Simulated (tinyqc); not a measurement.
Worked calculation: CIS and TDHF on RHF in the sto-6g basis, frozen core, for LiH, spin multiplicity 1. One step of it, computed by the program tinyqc.

Task: TDHF (RPA) singlet states. B(ia,jb) = 2 (ia|jb) - (ib|ja); the squared energies are the eigenvalues of (A - B)(A + B); 1 hartree = 27.211386 eV.

CIS matrix A, singlet (hartree), lower triangle:
```
           2>3       2>4       2>5       2>6
2>3   0.174062
2>4   0.000000  0.232380
2>5   0.000000  0.000000  0.232380
2>6  -0.013516  0.000000  0.000000  0.683238
```

Two-electron integrals over orbitals (pq|rs), unique and non-zero (hartree); the lowest 1 orbital is frozen and left out:
```
(22|22) 0.504395    (32|22) -0.043908   (32|32) 0.010623    (33|22) 0.229271
(33|32) 0.004711    (33|33) 0.341260    (42|42) 0.024244    (43|42) 0.018921
(43|43) 0.041408    (44|22) 0.280273    (44|32) 0.003799    (44|33) 0.282909
(44|44) 0.313125    (52|52) 0.024244    (53|52) 0.018921    (53|53) 0.041408
(54|54) 0.016875    (55|22) 0.280273    (55|32) 0.003799    (55|33) 0.282909
(55|44) 0.279374    (55|55) 0.313125    (62|22) 0.139766    (62|32) -0.031498
(62|33) -0.006841   (62|44) -0.005240   (62|55) -0.005240   (62|62) 0.123532
(63|22) -0.049481   (63|32) 0.006768    (63|33) 0.035584    (63|44) 0.000061
(63|55) 0.000061    (63|62) -0.029127   (63|63) 0.025118    (64|42) -0.019403
(64|43) -0.014242   (64|64) 0.019424    (65|52) -0.019403   (65|53) -0.014242
(65|65) 0.019424    (66|22) 0.462469    (66|32) -0.039367   (66|33) 0.241914
(66|44) 0.270749    (66|55) 0.270749    (66|62) 0.146909    (66|63) -0.041830
(66|66) 0.458835
```

Give: TDHF matrix B, singlet; squared energies w^2; TDHF energies from the positive w^2.

Result:

TDHF matrix B, singlet (hartree), lower triangle:
```
        2>3    2>4    2>5    2>6
2>3   0.011
2>4   0.000  0.024
2>5   0.000  0.000  0.024
2>6  -0.031  0.000  0.000  0.124
```

squared energies w^2 (hartree^2): 0.030  0.053  0.053  0.450

TDHF energies from the positive w^2 (eV): 4.693  6.289  6.289  18.262
